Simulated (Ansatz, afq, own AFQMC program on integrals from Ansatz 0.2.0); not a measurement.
## C3H8Ga, doublet: AFQMC among the cluster methods

```xyz
12

C    -0.5565    1.3820    0.9024
C     0.8355    1.2443    0.2957
Ga    1.2851   -0.5997   -0.3768
C    -0.0006   -2.0967   -0.0517
H    -0.7489    2.4059    1.2684
H    -0.7036    0.7034    1.7582
H    -1.3498    1.1502    0.1732
H     1.6213    1.5056    1.0272
H     0.9820    1.9437   -0.5457
H     0.2993   -3.0363   -0.5356
H    -1.0017   -1.8082   -0.4150
H    -0.0768   -2.2691    1.0361
```

Basis def2-SVP. Only valence electrons are correlated. Ansatz 0.2.0 and our own AFQMC program on the same integrals; the CISD trial comes from CCSD amplitudes, and released means the phaseless constraint is let go. ± is one standard error of the sampling. No spin–orbit coupling.

Determinant: UHF, the one that the program's search chose, which needn't be the lowest solution. The geometry is a PBE0/def2-SVP stationary point of this or a neighbouring charge and spin state.

No full CI on the walks' own integrals is used here. The released AFQMC energy serves as the reference, which it does only where one determinant dominates, the energy is flat over the last release times and near the phaseless one (40 meV or 2 meV an electron, half that with transition metals). On small molecules, where full CI could be run and the noise was under 10 meV, such values lay within 10 meV of it in 19 cases of 20, a flattering rate, since the rule was set on those same cases; what remains of the bias isn't in the error bar.

Cautions: no relativity below Rb; no spin-orbit coupling; inner d shell frozen; the released value is read at 0.90 1/Eh with a noise of 14 meV, more than in the cases checked (meV from the phaseless value at times in 1/Eh: -9 ± 12 at 0.21, -8 ± 10 at 0.42, -30 ± 11 at 0.63, -14 ± 14 at 0.90).

```
T1 diagnostic                               : 0.0104
weight of the determinant in the CISD state : 0.810
⟨S²⟩ of the determinant                     : 0.755
size of the correlated space                : 23 electrons in 97 orbitals
```

Reference: AFQMC with the constraint released, correlation energy -15.241 ± 0.014 eV.

```
        level  E − E(reference) (meV)  share of correlation (%)
           HF          15241.1 ± 14.1                      0.00
          MP2           1979.7 ± 14.1                     87.01
         CCSD            501.9 ± 14.1                     96.71
      CCSD(T)             66.2 ± 14.1                     99.57
ph-AFQMC/CISD             13.9 ± 20.0                     99.91
```

Released energies are given only where the last usable release times agree within the noise; a slower fall can still hide under it.
